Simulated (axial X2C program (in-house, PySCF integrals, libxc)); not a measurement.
Working with the constants of PC⁻

A bond curve at the CCSD level, with spin–orbit coupling, was computed with an axial X2C code built on PySCF integrals (basis P dyall-av3z [9s8p3d2f], C dyall-av3z [8s7p3d2f] (cores contracted in-house)) for the state Ω = 0 (closed shell). Its fit gives Re = 1.6050 Å, ωe = 1204.2 cm⁻¹, ωexe = 5.31 cm⁻¹ and αe = 4.991e-03 cm⁻¹; the masses are 30.9738 and 12.0000 u. Two-component means X2C with spin–orbit coupling and atomic mean-field Coulomb and Gaunt terms.

Correlated methods: 10 electrons correlated (number of frozen shells: P 2 s, 1 p; C 1 s), 202 virtual spin orbitals or spinors in MP2, 90 natural virtuals in coupled cluster.

(1) Find the reduced mass, Be and the force constant.

(2) Estimate the centrifugal constant by the Kratzer relation.

(3) Where do the fundamental and the first overtone lie?

(4) Estimate De from a Morse curve and compare with the computed well depth of 6.320 eV to P + C-.

(5) Give B0, the J = 1←0 line in GHz and the most populated J at 300 K (kT = 208.5 cm⁻¹).

The state is a single determinant with fixed occupations, the lowest that a limited PBE0 search found. De is counted from the lowest determinant-based energies of the atoms at the same level, without counterpoise correction. CCSD ran in a truncated set of natural virtual spinors with an MP2 remainder; without triples it tends to underbind.

Answers

(1) From the CCSD values: μ = 8.6491 u. Be = 16.8576/(μ Re²) = 0.7566 cm⁻¹. k = 5.8918×10⁻⁷ μ ωe² = 7.39 mdyn/Å.

(2) D = 4Be³/ωe² = 1.19e-06 cm⁻¹.

(3) ν(1←0) = ωe − 2ωexe = 1193.6 cm⁻¹; ν(2←0) = 2ωe − 6ωexe = 2376.5 cm⁻¹.

(4) De(Morse) = ωe²/(4ωexe) = 8.465 eV against 6.320 eV computed, a ratio of 1.34. The extrapolation overshoots: the well softens faster than a Morse curve, or the lowest atomic limit lies below the one to which the curve heads.

(5) B0 = Be − αe/2 = 0.7541 cm⁻¹; 2B0 = 45.22 GHz; J(max) ≈ √(kT/2B0) − 1/2 = 11.3, so J = 11.
